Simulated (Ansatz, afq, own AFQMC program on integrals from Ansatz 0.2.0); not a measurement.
## NHBr, quartet in cc-pVTZ, levels against CCSDT(Q)

```xyz
3

Br    0.0000    0.0000   -1.6623
H     0.0000    0.0000    0.1607
N     0.0000    0.0000    1.5017
```

Connectivity, by distances: BrH ··· N.

Basis cc-pVTZ. Noble-gas cores (and the filled d shells of Ga–Kr and In–Xe) are frozen. Ansatz 0.2.0 and our own AFQMC program on the same integrals; the CISD trial comes from CCSD amplitudes, and released means the phaseless constraint is let go. Error bars are statistical, one sigma. No spin–orbit coupling.

Determinant: UHF, the one that the program's search chose, which needn't be the lowest solution. The geometry is a point of a scan.

No full CI on the walks' own integrals is used here; CCSDT(Q) serves as the reference and is uncertain by about the last step of the cluster series.

Cautions: no relativity below Rb; no spin-orbit coupling; inner d shell frozen; lower spins were not checked; unrestricted determinant spin contaminated (⟨S²⟩ 3.87 against 3.75).

```
T1 diagnostic                               : 0.0212
weight of the determinant in the CISD state : 0.867
⟨S²⟩ of the determinant                     : 3.866
size of the correlated space                : 13 electrons in 72 orbitals
```

Reference: CCSDT(Q), correlation energy -9.070 eV. The released energy is read at 2.40 1/Eh (meV from the phaseless value at times in 1/Eh: -4 ± 3 at 0.24, -13 ± 5 at 0.51, -13 ± 5 at 0.99, -13 ± 5 at 1.62, -12 ± 8 at 2.40).

```
         level  E − E(reference) (kJ/mol)  share of correlation (%)
            HF                      875.1                      0.00
           MP2                      140.3                     83.97
          CCSD                       35.4                     95.96
       CCSD(T)                        5.1                     99.42
         CCSDT                        1.4                     99.84
 ph-AFQMC/CISD                  1.7 ± 0.4                     99.81
released AFQMC                  0.5 ± 0.7                     99.94
```

A walk keeps the symmetry of its determinant, which the program's search chose and which needn't be the lowest solution, so a lower state of the same spin and another symmetry isn't excluded. Released energies are given only where the last usable release times agree within the noise; a slower fall can still hide under it.
